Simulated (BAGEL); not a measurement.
**One shape, several levels: doublet [O2]−**

We compute a comparison of 3 runs (UHF/6-31G*, UHF/aug-cc-pVTZ, NEVPT2(13,8)/6-31G*) of doublet [O2]−. 

Program for the calculation: BAGEL 1.2.2.

1 further run of the same task is left out (it didn't finish). Runs told in other sessions of the task aren't counted.

### Step 1. The structure to begin with

[O2]−: 2 atoms, total charge -1, spin state doublet. As SMILES of the parent species, `O=O`. Geometry: relaxed at PBE0-D4/def2-TZVP. That shape belongs to the parent species and isn't relaxed for this state.

Bond lengths: O1–O2 1.193 Å.

### Step 2. A single-point energy at UHF/6-31G(d) (density fitting with cc-pvqz-jkfit, spherical functions) (run 1)

The input, hf.json:

```json
{ "bagel": [

{
  "title": "molecule",
  "basis": "6-31gs.json",
  "df_basis": "cc-pvqz-jkfit",
  "angstrom": true,
  "geometry": [
    { "atom": "O", "xyz": [       0.509550,      -0.164850,       0.262450 ] },
    { "atom": "O", "xyz": [      -0.509550,       0.164850,      -0.262450 ] }
  ]
},

{
  "title": "uhf",
  "charge": -1,
  "nopen": 1
},

{
  "title": "print",
  "file": "orbitals.molden",
  "orbitals": true
}

]}
```

The basis set 6-31G* is read from a file made from the Basis Set Exchange's data (not shown).

Launch:

```console
$ BAGEL_NUM_THREADS=1 BAGEL hf.json > hf.out
```

What it wrote:

```text
* using 1 threads per process

  ===============================================================
  ===============================================================

  *** Geometry ***

  { "atom" : "O", "xyz" : [      0.962910,     -0.311521,      0.495959 ] },
  { "atom" : "O", "xyz" : [     -0.962910,      0.311521,     -0.495959 ] },

  Number of auxiliary basis functions:      212

  Since a DF basis is specified, we compute 2- and 3-index integrals:
    o Being stored without compression. Storage requirement is 0.001 GB

  Number of basis functions:       28
  Number of electrons      :       16

    * METHOD: MOLECULE                             0.02

  *** Open-shell HF ***

  === Nuclear Repulsion ===
    28.3929930607

      * DIIS with orbital gradients will be used.

  === UHF iteration (6-31gs.json) ===
      0       -149.45164025          0.05378565           0.00
      1       -149.53167980          0.02570600           0.01
      2       -149.54302055          0.01022351           0.00
      3       -149.54523662          0.00066824           0.01
      4       -149.54531662          0.00009907           0.01
      5       -149.54532585          0.00004757           0.01
      6       -149.54532839          0.00000521           0.01
      7       -149.54532844          0.00000138           0.01
      8       -149.54532845          0.00000011           0.01
      9       -149.54532845          0.00000003           0.01
     10       -149.54532845          0.00000001           0.01
     11       -149.54532845          0.00000000           0.01
    * SCF iteration converged.

    * S^2 (UHF) is 0.7628

    * Permanent dipole moment:
           (    0.000000,    -0.000000,     0.000000) a.u.

    * METHOD: UHF                                  0.07

    * METHOD: PRINT                                0.00

  ===============================================================
```

It took 0.26 s on 1 thread of Arm Neoverse V2, shared host.

### Step 3. The energy at UHF/aug-cc-pVTZ (density fitting with cc-pvqz-jkfit) (run 2)

The input, input.json:

```json
{ "bagel" : [

{
  "title" : "molecule",
  "basis" : "aug-cc-pvtz.json",
  "df_basis" : "cc-pvqz-jkfit",
  "angstrom" : true,
  "geometry" : [
    { "atom" : "O", "xyz" : [    0.509550,   -0.164850,    0.262450 ] },
    { "atom" : "O", "xyz" : [   -0.509550,    0.164850,   -0.262450 ] }
  ]
},
{ "title" : "uhf", "charge" : -1, "nopen" : 1 },
{ "title" : "print", "file" : "orbitals.molden", "orbitals" : true }

]}
```

The basis set aug-cc-pVTZ is read from a file made from the Basis Set Exchange's data (not shown).

Launch:

```console
$ BAGEL_NUM_THREADS=1 BAGEL input.json > input.out
```

What it wrote:

```text
* using 1 threads per process

  ===============================================================
  ===============================================================

  *** Geometry ***

  { "atom" : "O", "xyz" : [      0.962910,     -0.311521,      0.495959 ] },
  { "atom" : "O", "xyz" : [     -0.962910,      0.311521,     -0.495959 ] },

  Number of auxiliary basis functions:      212

  Since a DF basis is specified, we compute 2- and 3-index integrals:
    o Being stored without compression. Storage requirement is 0.014 GB

  Number of basis functions:       92
  Number of electrons      :       16

    * METHOD: MOLECULE                             0.05

  *** Open-shell HF ***

  === Nuclear Repulsion ===
    28.3929930607

      * DIIS with orbital gradients will be used.

  === UHF iteration (aug-cc-pvtz.json) ===
      0       -149.48791048          0.03490431           0.02
      1       -149.59265239          0.02404550           0.03
      2       -149.62297972          0.01340825           0.03
      3       -149.63607821          0.00068802           0.03
      4       -149.63633731          0.00013755           0.03
      5       -149.63638570          0.00006798           0.03
      6       -149.63640693          0.00001381           0.03
      7       -149.63640968          0.00000571           0.02
      8       -149.63641035          0.00000191           0.03
      9       -149.63641046          0.00000052           0.02
     10       -149.63641047          0.00000015           0.02
     11       -149.63641047          0.00000004           0.03
     12       -149.63641047          0.00000002           0.02
     13       -149.63641047          0.00000001           0.02
    * SCF iteration converged.

    * S^2 (UHF) is 0.7787

    * Permanent dipole moment:
           (    0.000000,    -0.000000,     0.000000) a.u.

    * METHOD: UHF                                  0.39

    * METHOD: PRINT                                0.01

  ===============================================================
```

Run time: 0.62 s. Hardware: 1 thread of Arm Neoverse V2, shared host.

### Step 4. A single-point energy at NEVPT2(13,8)/6-31G(d) (density fitting with cc-pvqz-jkfit, spherical functions) (run 3)

The input, job.json:

```json
{ "bagel": [

{
  "title": "molecule",
  "basis": "6-31gs.json",
  "df_basis": "cc-pvqz-jkfit",
  "angstrom": "true",
  "geometry": [
    { "atom": "O", "xyz": [    0.509550,   -0.164850,    0.262450 ] },
    { "atom": "O", "xyz": [   -0.509550,    0.164850,   -0.262450 ] }
  ]
},
{ "title": "hf" },
{ "title": "casscf", "nstate": 1, "nact": 8, "nclosed": 2, "charge": -1, "nspin": 1, "maxiter": 200, "natocc": "true" },
{
  "title": "nevpt2",
  "nstate": 1,
  "nact": 8,
  "nclosed": 2,
  "charge": -1,
  "nspin": 1,
  "maxiter": 200,
  "natocc": "true",
  "ncore": 2
},
{ "title": "print", "file": "orbitals.molden", "orbitals": "true" }

]}
```

The basis set 6-31G* is read from a file made from the Basis Set Exchange's data (not shown).

Launch:

```console
$ BAGEL_NUM_THREADS=1 BAGEL job.json > job.out
```

What it wrote:

```text
* using 1 threads per process

  ===============================================================
  ===============================================================

  *** Geometry ***

  { "atom" : "O", "xyz" : [      0.962910,     -0.311521,      0.495959 ] },
  { "atom" : "O", "xyz" : [     -0.962910,      0.311521,     -0.495959 ] },

  Number of auxiliary basis functions:      212

  Since a DF basis is specified, we compute 2- and 3-index integrals:
    o Being stored without compression. Storage requirement is 0.001 GB

  Number of basis functions:       28
  Number of electrons      :       16

    * METHOD: MOLECULE                             0.02

  *** RHF ***

  === Nuclear Repulsion ===
    28.3929930607

      * DIIS with orbital gradients will be used.

[... 6 lines left out ...]
    * SCF iteration converged.
[... 1 line left out ...]
    * Permanent dipole moment:
[... 22 lines left out ...]
    * Second-order optimization converged. *
[... 11 lines left out ...]
     * ci vector, state   0, <S^2> = 0.7500
       222222a.     0.9866070632
       2222ab2a    -0.0982435658
       22222.a2     0.0854949224
       2222aa2b    -0.0835843128

    * METHOD: CASSCF                               0.19

    * freezing 2 orbitals

  === DF-NEVPT2 calculation ===

    * 3-index integral transformation done
    * assembly done

      NEVPT2 correlation energy:   -0.2531784918      0.01

          (+0)      0.0000000000
          (+0)'     0.0000000000
          (+1)      0.0000000000
          (+1)'     0.0000000000
          (+2)      0.0000000000
          (-1)      0.0000000000
          (-1)'    -0.0884370624
          (-2)     -0.1647414294

      NEVPT2 total energy:       -149.8437062728

    * METHOD: NEVPT2                               4.65

    * METHOD: PRINT                                0.00

  ===============================================================
```

Wall time 5.1 s (1 thread of Arm Neoverse V2, shared host); peak memory 0.46 GiB.

### Step 5. The series

```tsv
run	level	iteration cap	active rule	energy (Eh)	⟨S²⟩	wall time
1	UHF/6-31G* (density fitting with cc-pvqz-jkfit, spherical functions)	–	–	-149.545328	0.763	0.26 s
2	UHF/aug-cc-pVTZ (density fitting with cc-pvqz-jkfit)	–	–	-149.636410	0.779	0.62 s
3	NEVPT2(13,8)/6-31G* (density fitting with cc-pvqz-jkfit, spherical functions)	200	valence	-149.843706	–	5.1 s
```

### Step 6. Outcome

| quantity | value |
| --- | --- |
| run 3: total energy | -149.84371 Eh |

All runs together took 6 s, the longest 5.1 s.
